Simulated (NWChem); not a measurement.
# CH2ClN (SMILES N=CCl), run twice

Wanted: energy and one-electron properties of CH2ClN, BHLYP/x2c-SVPall (DKH3).

The results are computed with NWChem 7.3.0.

### 1 The system as given

The species is CH2ClN (5 atoms), meant as a singlet with charge 0. SMILES: `N=CCl`. Geometry: relaxed at PBE0-D4/def2-TZVP.

Bond lengths: N1–C2 1.247 Å, C2–Cl3 1.729 Å, N1–H4 1.019 Å, C2–H5 1.091 Å. Angles: N1–C2–Cl3 121.0°, N1–C2–H5 128.0°, Cl3–C2–H5 111.0°, C2–N1–H4 110.5°.

### 2 Try one

The input, struct.nw:

```
start struct
title "CH2ClN properties"
memory stack 880 mb heap 220 mb global 1100 mb
charge 0

geometry units angstroms noautosym nocenter noautoz
 N    -0.754800   -0.588400   -0.272200
 C     0.240900    0.066200    0.096600
 Cl    1.513100   -0.680300    0.999000
 H    -1.400600    0.006400   -0.789200
 H     0.451300    1.122600   -0.075600
end

basis spherical bse
 N library x2c-SVPall
 C library x2c-SVPall
 Cl library x2c-SVPall
 H library x2c-SVPall
end

relativistic
 douglas-kroll dk3
end

dft
 xc bhlyp
 grid medium
 convergence energy 1e-07
 maxiter 100
 noprint "final vectors analysis"
end

property
 efieldgrad
 electrondensity
 efield
 quadrupole

task dft property
```

Started as:

```
$ nwchem struct.nw > struct.out
```

What it wrote:

```text
Northwest Computational Chemistry Package (NWChem) 7.3.0
             --------------------------------------------------------

           Job information
           ---------------

    nwchem branch   = 7.3.0
    use scalapack   = T
    input           = struct.nw
    prefix          = struct.
    data base       = ./struct.db
    status          = startup
    nproc           =        1

           Memory information
           ------------------

    heap     =     28835840 doubles =      220.0 Mbytes
    stack    =    115343357 doubles =      880.0 Mbytes
    global   =    144179200 doubles =     1100.0 Mbytes (distinct from heap & stack)
    total    =    288358397 doubles =     2200.0 Mbytes
    verify   = yes
    hardfail = no

           Directory information
           ---------------------

  0 permanent = .
  0 scratch   = .

                                NWChem Input Module
                                -------------------

                                 CH2ClN properties
                                 -----------------

 Scaling coordinates for geometry "geometry" by  1.889725989
 (inverse scale =  0.529177249)

                             Geometry "geometry" -> ""
                             -------------------------

 Output coordinates in angstroms (scale by  1.889725989 to convert to a.u.)

[... 18 lines left out ...]
            Nuclear Dipole moment (a.u.)
[... 45 lines left out ...]
 Summary of "ao basis" -> "" (spherical)
 ------------------------------------------------------------------------------
       Tag                 Description            Shells   Functions and Types
 ---------------- ------------------------------  ------  ---------------------
 N                         x2c-SVPall                6       14   3s2p1d
 C                         x2c-SVPall                6       14   3s2p1d
 Cl                        x2c-SVPall                8       18   4s3p1d
 H                         x2c-SVPall                3        5   2s1p

Douglas-Kroll integrals are switched on !

Integrals for the no-pair equation with
Douglas-Kroll Hamiltonian correct to third order in the external potential
will be computed (3rd-order Douglas-Kroll).

 prop_input: keyword task                                                                                                                                                                                                                                                            not recognized
 prop_input: error in input file, last field:
task
 ------------------------------------------------------------------------
 prop_input: error in input file                   0
 ------------------------------------------------------------------------
 ------------------------------------------------------------------------
  current input line :
    39: task dft property
 ------------------------------------------------------------------------
 ------------------------------------------------------------------------
 There is an error in the input file
 ------------------------------------------------------------------------

0:prop_input: error in input file:Received an Error in Communication
  Errorcode: -1
```

Run time: 0.56 s. Hardware: 1 thread of Intel Xeon 6975P-C (Granite Rapids), shared host; peak memory 0.21 GiB.

### 3 Diagnosis

The program broke off before the end.

The log says `prop_input: error in input file                   0`. Cause: a section of the input isn't closed.

### 4 Second attempt

The input, struct.nw:

```
START struct
TITLE "CH2ClN properties"
memory stack 880 mb heap 220 mb global 1100 mb
charge 0
GEOMETRY units angstroms noautosym nocenter noautoz
 N     -0.754800    -0.588400    -0.272200
 C      0.240900     0.066200     0.096600
 Cl     1.513100    -0.680300     0.999000
 H     -1.400600     0.006400    -0.789200
 H      0.451300     1.122600    -0.075600
END
BASIS "ao basis" spherical bse
 * library x2c-SVPall
END
RELATIVISTIC
 douglas-kroll dk3
END
DFT
 xc bhlyp
 grid medium
 convergence energy 1e-07
END
PROPERTY
 efieldgrad
 electrondensity
 efield
 quadrupole
 moldenfile
 molden_norm janpa
END
TASK dft property
```

Started as:

```
$ nwchem struct.nw > struct.out
```

What it wrote:

```text
[...]
          Wavefunction type:  closed shell.
          No. of atoms     :     5
          No. of electrons :    32
[...]
          Charge           :     0
          Spin multiplicity:     1
[...]
          AO basis - number of functions:    56
[...]
              XC Information
              --------------
                        BHLYP Method XC Functional
                     Hartree-Fock (Exact) Exchange  0.500
                        Slater Exchange Functional  0.500 local
                    Becke 1988 Exchange Functional  0.500 non-local
              Lee-Yang-Parr Correlation Functional  1.000
[...]
 d= 0,ls=0.0,diis     1   -555.3254410533 -6.45D+02  1.75D-02  5.58D-01     1.9
[...]
 d= 0,ls=0.0,diis     8   -555.4005138225 -2.45D-08  6.53D-06  2.79D-07     7.3
         Total DFT energy =     -555.400513822533
      One electron energy =     -942.042712299337
           Coulomb energy =      338.156845419553
    Exchange-Corr. energy =      -41.399629687189
 Nuclear repulsion energy =       89.884982744441
[...]
```

Wall time 8.1 s (1 thread of Intel Xeon 6975P-C (Granite Rapids), shared host); peak memory 0.11 GiB.

### 5 Outcome

Level: BHLYP/x2c-SVPall (DKH3).

| quantity | value |
| --- | --- |
| total energy | -555.40051 Eh |
| dipole moment | 2.65 D |
| HOMO energy | -9.66 eV |
| LUMO energy | 0.89 eV |
| HOMO–LUMO gap | 10.54 eV |
